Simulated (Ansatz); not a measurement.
Saddle point of AlH5S, singlet (AlH₃ + H₂S → AlH₃S ([AlH2][SH]) + H₂; bonds formed: H2–H5; dative contacts that become bonds: Al1–S6; bonds broken: Al1–H2, H5–S6), PBE0-D4/def2-TZVP structure:

Al1  (-0.731, -0.491, -0.056)
H2  (0.357, -0.745, 1.222)
H3  (-0.841, -1.794, -0.940)
H4  (-1.874, 0.520, 0.353)
H5  (1.018, -0.089, 0.477)
S6  (1.211, 0.735, -0.848)
H7  (0.860, 1.864, -0.208)
(Å)

Energies are electronic, without zero-point energy. Barriers and step energies count from the start structure reached by relaxing down the imaginary mode; all methods use the PBE0-D4 structures, on which another method's saddle can fall below an end. Program: Ansatz 0.2.0. Basis: def2-TZVPP, with def2-QZVPP for the basis limit. Cores are frozen in the correlated methods. B3LYP uses VWN-RPA correlation. Extrapolation: Hartree–Fock as exp(−7.88 √X), correlation as X^−2.97.

```tsv
method	barrier (kcal/mol)	step energy (kcal/mol)
SPW92	4.37	-9.73
PBE-D4	7.74	-12.00
BLYP-D4	10.65	-12.32
r2SCAN-D4	8.95	-12.48
B97M-V	12.07	-9.48
PBE0-D4	?	-11.60
B3LYP-D4	?	-11.91
r2SCAN0-D4	11.44	-12.18
BHLYP-D4	16.65	-11.35
CAM-B3LYP-D4	14.61	-10.99
wB97X-V	15.24	-11.27
wB97M-V	14.61	-12.16
B2PLYP	13.93	-12.51
PBE-QIDH	?	-12.13
RPA on PBE	15.57	-10.79
HF	24.96	-10.98
MP2	14.06	-13.68
CCSD	17.08	-11.48
CCSD(T)	15.33	-11.91
```

Task: Fill in the withheld barriers. (Judge from chemistry; the value comes from the calculation.)

Result: Computed: B3LYP-D4 12.80; PBE-QIDH 13.38; PBE0-D4 10.71 kcal/mol. Each is the energy of the saddle less that of the start structure, by the same method.

For comparison, the barrier by CCSD(T) at an estimated basis limit (MP2 extrapolated from triple and quadruple zeta, plus CCSD(T) − MP2 in triple zeta) is 14.36 kcal/mol.

T1 diagnostic: at most 0.012. The end structure is not quite a true minimum (one mode of 57i cm⁻¹).

Exchanges of this kind with a chalcogen hydride build sulfide and selenide films.

Labels in which every atom is bracketed show which atoms are joined, not bond orders.

For scale, one of the runs: CCSD(T)/def2-TZVPP, 154 basis functions, launched by `ansatz run in.yaml --threads 2 --pin off --events-out ev --progress --plain --max-ram 4352MiB`. The run took 11 s on 2 CPU threads of an Arm Neoverse V1 (shared host), with 0.91 GiB of host memory at its peak.
